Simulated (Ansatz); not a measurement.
water (SMILES O), charge 0, multiplicity 1, relaxed at each level with Ansatz (a program for electronic structure); harmonic frequencies from differences of analytic forces, average atomic masses, frozen cores.

| mode | HF/def2-TZVPP (cm⁻¹) | PBE/def2-TZVPP (cm⁻¹) | r2SCAN/def2-TZVPP (cm⁻¹) | wB97X-V/def2-TZVPP (cm⁻¹) | CCSD(T)/cc-pVTZ (cm⁻¹) | CCSD(T)/cc-pVQZ (cm⁻¹) |
|---|---|---|---|---|---|---|
| 1 | 1748 | 1599 | 1642 | 1637 | 1669 | … |
| 2 | 4133 | 3709 | 3812 | 3862 | 3841 | … |
| 3 | 4234 | 3815 | 3918 | 3964 | 3945 | … |

### Question
Modes are in rising order at each level. Fill in the missing entries.

### Answer

- 3, CCSD(T)/cc-pVQZ (cm⁻¹): 3951
- 1, CCSD(T)/cc-pVQZ (cm⁻¹): 1659
- 2, CCSD(T)/cc-pVQZ (cm⁻¹): 3844
